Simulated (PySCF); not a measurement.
## Exact simulation of a proton spin system

Molecule: `C=CC(=O)C=C`, C5H6O.

Bonds (- single, = double, # triple, : aromatic): C1=C2 1.336 Å, C2-C3 1.490 Å, C3=O4 1.215 Å, C3-C5 1.490 Å, C5=C6 1.336 Å. C1 carries H7, H8; C2 carries H9; C5 carries H10; C6 carries H11, H12. H8, H12 are cis to C3; H7, H11 are trans to C3.

Theory: coordinates at the PBE0-D3(BJ)/def2-SVP level, couplings computed with B3LYP/pcJ-1 (without the spin–dipole term), shieldings: GIAO PBE0/pcSseg-1, in PySCF 2.14.0 with density-fitted response routines (one conformer, no solvent model, non-relativistic, fast rotation and ring inversion assumed for equivalent nuclei).

Referencing at the same level of theory: 1H (31.27 ppm) against TMS.

The 3-spin Hamiltonian (Zeeman plus full scalar coupling among like nuclei) was diagonalised exactly; lines are Lorentzian, 1.0 Hz wide, and the maxima above 3 % are listed with the tallest set to 100.

Peak list at 800 MHz for the spins H7/H8/H9:
Hz from δ = 0 (height): 5674.7 (91), 5671.7 (92), 5656.7 (98), 5653.6 (99), 5206.5 (93), 5195.5 (100), 5188.4 (86), 5177.4 (93), 4894.9 (99), 4891.9 (99), 4883.9 (93), 4880.9 (92)

**Question.** Extract the chemical shifts and coupling constants behind this pattern (give the signs of the calculation).

**Answer.** 
Shifts (ppm): H7 6.11, H8 7.08, H9 6.49.
Couplings (Hz): H7–H8: 3.0; H7–H9: 11.0; H8–H9: 18.1.
These are the parameters used. A line list fixes at most the relative signs, and those only where coupling is strong; other parameter sets or atom labellings may fit too, and couplings well below the line width leave little trace.

Unscaled 3J(H,H) at this level run about 10 % above measured values.
